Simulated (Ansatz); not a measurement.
# AlH3O (triplet): the correlation ladder at distance Al1–H4 along a hydrogen transfer = 1.697 Å, cc-pVDZ

An exercise on one series of results from a longer session: the logs are not shown, and one member is left open.

Method: cc-pVDZ, core rule «outside noble gas», up to 6 orbitals frozen; program: Ansatz 0.2.0, Gaussian basis.

Plan: UHF; CCSD(T) on ROHF; CCSD(T) on UHF; BCCD(T) on ROHF; CISD; CCSDT(Q) on ROHF; CCSDT(Q) on UHF; CASSCF and MRCISD+Q, 4 electrons in 4 orbitals; CASSCF and NEVPT2, 4 electrons in 4 orbitals.

13 further runs of the same task are left out: 9 for a known fault of the program, 1 for a mislabelled method, 3 that didn't finish.

### The system

The geometry derives from fragments relaxed apart (PBE0/def2-TZVP) and kept rigid, so it is no stationary point. A hydrogen atom is moved between rigid fragments.

5 atoms, charge 0, spin multiplicity 3.

Atoms are counted from 1 here; the program's logs count them from 0.

Bond lengths: Al1–H2 1.586 Å, Al1–H3 1.586 Å, Al1–H4 1.697 Å, H4–O5 1.268 Å. Angles: H2–Al1–H3 120.0°, H2–Al1–H4 120.0°, H3–Al1–H4 120.0°, Al1–H4–O5 180.0°.

The first run:

The input, in.yaml:

```yaml
crystal:
  periodic: [false, false, false]
  atoms:
    - {symbol: Al, position_ang: [-1.033594, 0.000000, 0.000000]}
    - {symbol: H, position_ang: [-1.826518, 1.373384, 0.000000]}
    - {symbol: H, position_ang: [-1.826518, -1.373384, 0.000000]}
    - {symbol: H, position_ang: [0.663406, 0.000000, 0.000000]}
    - {symbol: O, position_ang: [1.931406, 0.000000, 0.000000]}
basis:
  gaussian: {orbitals: cc-pVDZ}
magnetization: {spin_polarized: true, initial_magnetization: 2}
hamiltonian: {xc: hf}
output: {orbitals: {seedname: orbitals}}
```

Launch:

```bash
$ ansatz run in.yaml --threads 1 --pin off --events-out ev --progress --plain --max-ram 2393MiB
```

Among the steps run: UHF; CCSD(T) on ROHF; CCSD(T) on UHF; BCCD(T) on ROHF; CISD; CCSDT(Q) on ROHF; CCSDT(Q) on UHF; CASSCF and MRCISD+Q, 4 electrons in 4 orbitals; CASSCF and NEVPT2, 4 electrons in 4 orbitals.

One table of the session follows, with a row left open; its other results are not shown here.

| method | from UCCSDT(Q) (meV) |
| --- | --- |
| ROHF | +7188.0 |
| UHF | +6800.4 |
| RMP2 | +1154.1 |
| UMP2 | +1223.8 |
| CISD | +665.3 |
| RCCSD | +149.6 |
| UCCSD | +140.3 |
| RCCSD(T) | +36.5 |
| UCCSD(T) | +35.3 |
| BCCD(T) | +35.9 |
| RCCSDT | +11.8 |
| UCCSDT | ? |
| RCCSDT(Q) | +1.0 |
| UCCSDT(Q) | 0 |
| CASSCF pair | +6403.7 |
| NEVPT2 pair | +1081.8 |
| MRCISD pair | +544.7 |
| MRCISD+Q pair | +64.5 |

Estimate the missing values for UCCSDT.

As computed: from UCCSDT(Q) (meV): +10.1. In the column «from UCCSDT(Q) (meV)» it lies between RCCSDT(Q) (+1.0) and RCCSDT (+11.8).

To keep in mind: Restricted and unrestricted rows rest on different reference determinants; where their highest levels disagree by more than a few hundredths of an eV, they describe different states and don't form one ladder.
